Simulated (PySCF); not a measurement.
**Magnesium: highly charged ions in a basis for the neutral atom**

Mg¹⁰⁺ 1s2, Mg¹¹⁺ 1s1. All numbers are calculated (PySCF 2.14, the spin-free X2C one-electron Hamiltonian (Gaussian nucleus), in aug-cc-pVDZ-DK (5s4p2d, 27 functions)). No spin-orbit coupling, so a gap to NIST mixes the basis error with missing relativistic terms.

Changed run: basis of the neutral atom used for a highly charged ion. This setting is unsound on purpose.

```tsv
species	method	sound run (hartree)	changed run (hartree)	converged
Mg¹⁰⁺	UHF	not run	-136.84765	yes
Mg¹⁰⁺	MN15	not run	-136.91936	yes
Mg¹⁰⁺	PBE0	not run	-136.79285	yes
Mg¹¹⁺	UHF	not run	-72.06701	yes
Mg¹¹⁺	MN15	not run	-72.08348	yes
Mg¹¹⁺	PBE0	not run	-72.01987	yes
```

Ionisation energy of Mg¹⁰⁺:

```
method  changed run (eV)  NIST (eV)
   UHF            1762.8     1761.8
  MN15            1764.3     1761.8
  PBE0            1762.6     1761.8
```

The contracted functions were made for the neutral atom and can be too rigid for a highly charged ion.
